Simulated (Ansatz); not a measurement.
HAl–O–Al⁺, triplet: the ladder up to UCCSDT(Q)

Geometry: that of the HAl–O–Al, quartet, kept fixed.

```tsv
atom	x (Å)	y (Å)	z (Å)
Al	0.0000	-0.1114	1.6489
O	0.0000	0.0548	-0.0342
Al	0.0000	0.0319	-1.7218
H	0.0000	1.2590	2.4945
```

Basis cc-pVDZ; Ansatz 0.2.0. Correlated methods freeze the noble-gas cores, which leaves 12 electrons in 44 orbitals. Prefix R: restricted or restricted open-shell reference; prefix U: unrestricted. Active spaces: frontier = (10e, 10o) about the gap.

Full CI isn't at hand for all of this; UCCSDT(Q) serves as the reference, and is uncertain by about the last step of the cluster series. The frozen core follows each run's orbitals, which can shift R against U totals by a few meV.

For open shells CISD is restricted-active-space CI with the open shells as a complete middle space.

The UHF ⟨S²⟩ is 2.011, the T1 diagnostic (RCCSD) is 0.0332 and the largest doubles amplitude (RCCSD) is 0.036. The T1 diagnostic (UCCSD) is 0.0277.

```json
{"level": "UHF", "E − E(RHF) (eV)": "-0.0565"}
{"level": "RMP2", "E − E(RHF) (eV)": "-6.8688"}
{"level": "UMP2", "E − E(RHF) (eV)": "-6.8926"}
{"level": "RCCSD", "E − E(RHF) (eV)": "-7.2355"}
{"level": "UCCSD", "E − E(RHF) (eV)": "-7.2383"}
{"level": "RCCSD(T)", "E − E(RHF) (eV)": "-7.4488"}
{"level": "UCCSD(T)", "E − E(RHF) (eV)": "-7.4505"}
```

Q: Estimate how far UCCSDT(Q) in cc-pVDZ lies from RCCSD(T). The table doesn't fix it; the size of (T) and the diagnostics are the guide.

A: UCCSDT(Q) in cc-pVDZ lies 5.1 kJ/mol below RCCSD(T), which is 25 % of the (T) step (-20.6 kJ/mol). T1 is raised, but (T) still catches most of what CCSD lacks. The miss exceeds 1 kcal/mol.

The other levels:

```csv
level,E − E(UCCSDT(Q)) (kJ/mol),share of correlation (%),wall time
CISD,77.9,89.24,3.6 s
BCCD(T),4.6,99.36,8.5 s
RCCSDT,2.8,99.62,–
UCCSDT,2.7,99.63,–
RCCSDT(Q),0.9,99.88,58 s
```

The correlation energy at UCCSDT(Q), counted from RHF, is -7.501 eV. That run took 48 s on 1 thread of Arm Neoverse V2, shared host.

Run but not shown, since their state or frozen core can't be matched to the reference's or they repeat it: CASSCF (frontier space), NEVPT2 (frontier space).

Times hold each run's SCF and search for its determinant on a shared host, so for small cases they say little of a method's own cost; they ran on 1 thread of Arm Neoverse V2.
